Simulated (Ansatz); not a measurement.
# O3: the cost of one run

Method: Hartree-Fock, Gaussian basis aug-cc-pV(T+d)Z, and further levels as typed in the inputs, in Ansatz 0.2.0.

**1. The system as given**

Bond lengths: O1–O2 1.279 Å, O2–O3 1.279 Å. Angles: O1–O2–O3 116.8°.

Coordinates:

```xyz
3

O     1.0900    0.6700    0.0000
O     0.0000    0.0000    0.0000
O    -1.0900    0.6700    0.0000
```

**2. Relaxing the atoms: O3**

File input.yaml:

```yaml
relax:
  f_tol: 0.001
  max_steps: 200
crystal:
  periodic: [false, false, false]
  atoms:
    - { symbol: O, position_ang: [1.09, 0.67, 0.0] }
    - { symbol: O, position_ang: [0.0, 0.0, 0.0] }
    - { symbol: O, position_ang: [-1.09, 0.67, 0.0] }
basis:
  gaussian: { orbitals: "aug-cc-pV(T+d)Z.json" }
hamiltonian:
  xc: hf
```

Run with:

```sh
$ ansatz run input.yaml --threads 4 --pin off --max-ram 6144MiB --backend cpu --events-out ev --progress --plain --runs-dir out
```

**Question.** How long does this run take on 4 threads of Arm Neoverse V2, shared host, and how much memory does it need?

About 3.5 s, with a peak of 0.22 GiB.
